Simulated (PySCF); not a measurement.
# CH5Si (SMILES [CH2][SiH3]) at UMP2/cc-pVDZ

We compute a structure relaxation of CH5Si. The job is set up through a Python script.

The calculation is run with PySCF 2.14.0.

2 further runs of the same task are left out: 2 set aside as unsound or not needed.

### Step 1. The system as given

The species is CH5Si (7 atoms), meant as a doublet with charge 0. SMILES: `[CH2][SiH3]`. The shape is that of a PBE0-D4/def2-TZVP optimisation. The run starts from this shape.

Bond lengths: C1–Si2 1.840 Å, C1–H3 1.085 Å, C1–H4 1.085 Å, Si2–H5 1.492 Å, Si2–H6 1.487 Å, Si2–H7 1.487 Å. Angles: C1–Si2–H5 111.3°, C1–Si2–H6 110.4°, C1–Si2–H7 110.3°, Si2–C1–H3 122.6°, Si2–C1–H4 122.6°, H5–Si2–H6 107.7°, H5–Si2–H7 107.7°, H6–Si2–H7 109.4°, H3–C1–H4 114.8°.

### Step 2. A geometry optimisation at UMP2/cc-pVDZ

run.py

```python
from pyscf import gto, mp
from pyscf.geomopt.geometric_solver import kernel as optimise

molecule = gto.M(
    atom='''
C   -0.172600  -1.103000   0.047400
Si   0.132300   0.709800  -0.029000
H   -1.139000  -1.522200   0.308500
H    0.588300  -1.834800  -0.203800
H   -0.191200   1.256600  -1.379100
H   -0.719700   1.420100   0.961800
H    1.563100   1.005600   0.248500
''',
    charge=0,
    basis='cc-pvdz',
    spin=1,
    verbose=3,
    max_memory=1860,
)

hf = molecule.UHF()
hf.conv_tol = 1e-10
hf.kernel()
if not hf.converged:
    hf = hf.newton().run(hf.mo_coeff, hf.mo_occ)
pt = mp.MP2(hf, frozen=2).run()
converged, mol_eq = optimise(pt, maxsteps=60, convergence_set='GAU_TIGHT')
print('converged:', converged)
print(mol_eq.tostring())

hf.reset(mol_eq)
molecule = mol_eq
hf.kernel()
if not hf.converged:
    hf = hf.newton().run(hf.mo_coeff, hf.mo_occ)
pt = mp.MP2(hf, frozen=2).run()
e_tot = pt.e_tot
print('Final energy', e_tot)
```

On the command line:

```
$ OMP_NUM_THREADS=1 python run.py
```

Output:

```text
converged SCF energy = -329.662052576955  <S^2> = 0.76079327  2S+1 = 2.0107643
E(UMP2) = -329.892952238101  E_corr = -0.230899661145815
E(SCS-UMP2) = -329.90279324231  E_corr = -0.240740665355383

convergence_set           GAU_TIGHT
maxiter                   60
----------------------------------------------------------
Custom engine selected.
Bonds will be generated from interatomic distances less than 1.20 times sum of covalent radii
21 internal coordinates being used (instead of 21 Cartesians)
Internal coordinate system (atoms numbered from 1):
Distance 1-2
Distance 1-3
Distance 1-4
Distance 2-5
Distance 2-6
Distance 2-7
Angle 2-1-4
Angle 3-1-4
Angle 1-2-5
Angle 1-2-6
Angle 1-2-7
Angle 5-2-6
Angle 5-2-7
Angle 6-2-7
Out-of-Plane 1-2-3-4
Dihedral 3-1-2-5
Dihedral 3-1-2-6
Dihedral 3-1-2-7
Dihedral 4-1-2-5
Dihedral 4-1-2-6
Dihedral 4-1-2-7
Translation-X 1-7
Translation-Y 1-7
Translation-Z 1-7
Rotation-A 1-7
Rotation-B 1-7
Rotation-C 1-7
> ===== Optimization Info: ====
> Job type: Energy minimization
> Maximum number of optimization cycles: 60
> Initial / maximum trust radius (Angstrom): 0.100 / 0.300
> Convergence Criteria:
> Will converge when all 5 criteria are reached:
>  |Delta-E| < 1.00e-06
>  RMS-Grad  < 1.00e-05
>  Max-Grad  < 1.50e-05
>  RMS-Disp  < 4.00e-05
>  Max-Disp  < 6.00e-05
> === End Optimization Info ===

[... 11 lines left out ...]
WARN: Mole.unit (angstrom) is changed to Bohr
[... 15 lines left out ...]
Step    0 : Gradient = 5.522e-03/9.777e-03 (rms/max) Energy = -329.8929522399
[... 39 lines left out ...]
converged SCF energy = -329.662256254573  <S^2> = 0.76128553  2S+1 = 2.0112539
[... 53 lines left out ...]
converged SCF energy = -329.662262701526  <S^2> = 0.76128048  2S+1 = 2.0112488
[... 53 lines left out ...]
converged SCF energy = -329.662261648885  <S^2> = 0.76127939  2S+1 = 2.0112478
[... 53 lines left out ...]
converged SCF energy = -329.662261581857  <S^2> = 0.76127946  2S+1 = 2.0112478
[... 53 lines left out ...]
converged SCF energy = -329.662261596794  <S^2> = 0.76127945  2S+1 = 2.0112478
[... 53 lines left out ...]
converged SCF energy = -329.662261764699  <S^2> = 0.76127931  2S+1 = 2.0112477
[... 53 lines left out ...]
converged SCF energy = -329.662261703051  <S^2> = 0.76127936  2S+1 = 2.0112477
[... 41 lines left out ...]
Not rejecting step - energy change meets convergence criteria
[... 2 lines left out ...]
Geometry optimization cycle 17
Cartesian coordinates (Angstrom)
 Atom        New coordinates             dX        dY        dZ
   C  -0.172900  -1.114491   0.053574   -0.000000 -0.000000  0.000002
  Si   0.133597   0.722972  -0.032156    0.000000 -0.000001  0.000002
   H  -1.147938  -1.536670   0.320524    0.000004 -0.000002  0.000012
   H   0.591082  -1.851797  -0.216441   -0.000003  0.000002 -0.000012
   H  -0.185412   1.266598  -1.384749    0.000004 -0.000004 -0.000001
   H  -0.722087   1.429947   0.959745   -0.000004  0.000005 -0.000006
   H   1.564858   1.015541   0.253803   -0.000000  0.000000  0.000003
converged SCF energy = -329.662261677411  <S^2> = 0.7612794  2S+1 = 2.0112478
E(UMP2_Scanner) = -329.893343879546  E_corr = -0.231082202134307
E(SCS-UMP2_Scanner) = -329.903277511203  E_corr = -0.241015833791979
--------------- UMP2_Scanner gradients ---------------
         x                y                z
0 C    -0.0000000482    -0.0000000551     0.0000000710
1 Si    -0.0000001139     0.0000000109    -0.0000000851
2 H     0.0000000424     0.0000000099     0.0000001901
3 H    -0.0000000073     0.0000000347    -0.0000002848
4 H     0.0000000704    -0.0000000231    -0.0000000070
5 H     0.0000000516     0.0000000125     0.0000000525
6 H     0.0000000050     0.0000000102     0.0000000633
----------------------------------------------
cycle 17: E = -329.89334388  dE = 1.69456e-09  norm(grad) = 4.0789e-07
Step   16 : Displace = 7.903e-06/1.394e-05 (rms/max) Trust = 9.895e-05 (-) Grad = 1.542e-07/2.870e-07 (rms/max) E (change) = -329.8933438795 (+1.695e-09) Quality = -500.977
Hessian Eigenvalues: 1.27779e-04 7.71003e-03 4.98838e-02 ... 2.41179e-01 3.61434e-01 3.79563e-01
Converged! =D

converged: True
C          -0.17290035       -1.11449098        0.05357384
Si          0.13359718        0.72297250       -0.03215610
H          -1.14793796       -1.53667023        0.32052423
H           0.59108211       -1.85179658       -0.21644098
H          -0.18541249        1.26659760       -1.38474890
H          -0.72208684        1.42994708        0.95974476
H           1.56485835        1.01554061        0.25380316
converged SCF energy = -329.66226167741  <S^2> = 0.76127933  2S+1 = 2.0112477
E(UMP2) = -329.893343900067  E_corr = -0.231082222656963
E(SCS-UMP2) = -329.903277532201  E_corr = -0.241015854791254
Final energy -329.89334390006684
```

It took 50 s on 1 thread of Arm Neoverse V1, shared host; peak memory 0.27 GiB.

Steps, from the record of the run:

```tsv
step	energy from the first frame kept (eV)	largest force (eV/Å)
0	0.0000	0.5028
1	-0.0105	0.0704
2	-0.0106	0.0156
3	-0.0106	0.0064
4	-0.0107	0.0045
5	-0.0107	0.0021
6	-0.0107	0.0005
7	-0.0107	0.0002
8	-0.0107	0.0002
9	-0.0107	0.0007
10	-0.0107	0.0008
11	-0.0107	0.0013
12	-0.0107	0.0013
13	-0.0107	0.0008
14	-0.0107	0.0003
15	-0.0107	0.0000
16	-0.0107	0.0000
```

After the run. Bond lengths: C1–Si2 1.865 Å, C1–H3 1.096 Å, C1–H4 1.096 Å, Si2–H5 1.492 Å, Si2–H6 1.489 Å, Si2–H7 1.489 Å. Angles: C1–Si2–H5 111.4°, C1–Si2–H6 110.1°, C1–Si2–H7 110.1°, Si2–C1–H3 122.5°, Si2–C1–H4 122.5°, H5–Si2–H6 107.9°, H5–Si2–H7 107.9°, H6–Si2–H7 109.4°, H3–C1–H4 114.9°.

### Step 3. Results

At UMP2/cc-pVDZ, 2 core orbitals frozen:

| quantity | value |
| --- | --- |
| total energy at the end | -329.89334 Eh |
| dipole moment (Hartree–Fock density) | 0.67 D |
| HOMO energy (Hartree–Fock orbitals) (highest over α and β) | -10.39 eV |
| LUMO energy (Hartree–Fock orbitals) (lowest over α and β) | 2.55 eV |
| correlation energy (2 core orbitals frozen) | -231.1 mEh |
| ⟨S²⟩ of the reference determinant | 0.761 |

At the final geometry: Bond lengths: C1–Si2 1.865 Å, C1–H3 1.096 Å, C1–H4 1.096 Å, Si2–H5 1.492 Å, Si2–H6 1.489 Å, Si2–H7 1.489 Å. Angles: C1–Si2–H5 111.4°, C1–Si2–H6 110.1°, C1–Si2–H7 110.1°, Si2–C1–H3 122.5°, Si2–C1–H4 122.5°, H5–Si2–H6 107.9°, H5–Si2–H7 107.9°, H6–Si2–H7 109.4°, H3–C1–H4 114.9°. The optimisation took 16 steps and changed the energy by -0.011 eV. Mulliken charges of the mean-field density run from -0.32 on C1 to +0.55 on Si2; they depend strongly on the basis.
